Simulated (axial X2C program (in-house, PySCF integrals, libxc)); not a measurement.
Potential curves of AlP⁺, 2c

Computed with an in-house relativistic program for diatomic molecules. Two-component (2c) means X2C with spin–orbit coupling and atomic mean-field two-electron Coulomb and Gaunt terms. Basis: P dyall-v3z [8s7p2d1f], Al dyall-v3z [8s8p2d1f] (cores contracted in-house); Gaussian nuclei, density fitting, unrestricted open shells. Masses: P 30.974 u, Al 26.982 u.

State: Ω = 3/2 (⟨Sz⟩ = 1.50, ⟨Lz⟩ = 0.00 at HF). Energies in cm⁻¹ from the fragments at the same level (P + Al+). Fits are polynomials in 1 − R0/R over 0.85 to 1.23 times the lowest point R0.

```tsv
R (Å)	CCSD(T)	PBE0	HF
2.1767		-4152	2424
2.2768	-2520	-5652	746
2.3519	-3254	-6218	-57
2.4269	-3670	-6465	-621
2.5020	-3871	-6496	-1025
2.5896	-3929	-6357	-1352
2.6771	-3870	-6106	-1564
2.7897	-3694	-5698	-1714
2.9273		-5153	-1768
3.1275		-4361	-1692
```

Correlated methods: 7 electrons correlated (number of frozen shells: P 2 s, 1 p; Al 2 s, 1 p), 141 virtual spin orbitals or spinors in MP2, 90 natural virtuals in coupled cluster.

One determinant describes the state; a PBE0 search over occupations chose it and may have missed a lower one. Dissociation energies refer to the lowest single-determinant-based atoms at the same level and basis. Density functionals use the spin component along the axis (collinear). Coupled cluster ran in a truncated set of natural virtual spinors; the MP2 energy of the rest was added. (T) has no such correction and the atoms are truncated less, which lowers De at CCSD(T) by a hundredth of an eV or more. Other states lie close and PBE0, whose exact exchange favours high spin, may order them wrongly; the determinant shown need not be the ground state. The nearest other 2c determinant of the search, Ω = 1/2, lies 0.34 eV up at the distance of the search. With several unpaired electrons one determinant need not be a pure state. This is the top spin component of a Σ state; components of lower Ω are not single determinants and can lie lower. Coupled cluster ran on the points near the minimum only. MP2 and coupled cluster on one determinant become unreliable at the stretched end.

Problem. Fit the CCSD(T) curve near its minimum: give the equilibrium distance, the harmonic wavenumber and the well depth.

Solution. At CCSD(T), 2c: Re = 2.582 Å, ωe ≈ 192 cm⁻¹, De = 0.49 eV to P + Al+; Be follows as 0.175 cm⁻¹.

Problem. What are Re, ωe and De at the PBE0 level?

Solution. At PBE0, 2c: Re = 2.477 Å, ωe ≈ 259 cm⁻¹, De = 0.81 eV to P + Al+; Be follows as 0.191 cm⁻¹.

Problem. Fit the HF curve near its minimum: give the equilibrium distance, the harmonic wavenumber and the well depth.

Solution. At HF, 2c: Re = 2.927 Å, ωe ≈ 106 cm⁻¹, De = 0.22 eV to P + Al+; Be follows as 0.136 cm⁻¹.
